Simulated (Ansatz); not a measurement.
# HF+ (doublet): from Hartree-Fock to the top rungs, def2-QZVPP

The task here is to estimate one member of a computed series from the others.

Method: def2-QZVPP, core rule «outside noble gas», up to 1 orbitals frozen; program: Ansatz 0.2.0, Gaussian basis.

To be run: UHF; ROHF; CCSD(T) on UHF.

2 further runs of the same task are left out: 2 set aside as unsound or not needed.

**The system**

The geometry is a PBE0/def2-TZVP stationary point (not a proven minimum) of the parent state, kept for this charge and spin.

2 atoms, charge 1, spin multiplicity 2.

Atoms are counted from 1 here; the program's logs count them from 0.

Bond lengths: F1–H2 0.920 Å.

Set-up of the first run:

in.yaml

```yaml
crystal:
  periodic: [false, false, false]
  atoms:
    - {symbol: F, position_ang: [0.000000, 0.000000, 0.000000]}
    - {symbol: H, position_ang: [0.000000, 0.000000, 0.920000]}
basis:
  gaussian: {orbitals: "def2-QZVPP.json"}
total_charge: 1
magnetization: {spin_polarized: true, initial_magnetization: 1}
hamiltonian: {xc: hf}
output: {orbitals: {seedname: orbitals}}
```

On the command line:

```sh
ansatz run in.yaml --threads 1 --pin off --events-out ev --progress --plain --max-ram 2393MiB
```

Steps of the session up to this table: UHF; ROHF; CCSD(T) on UHF.

One of the session's tables, all rows but one given; the rest of the session is left out.

```
  method  from UCCSD(T) (meV)
    ROHF                    ?
     UHF              +6435.2
    UMP2               +442.4
   UCCSD               +122.6
UCCSD(T)                    0
```

Estimate the missing values for ROHF.

The run gave: from UCCSD(T) (meV): +6577.2. In the column «from UCCSD(T) (meV)» it is the highest.
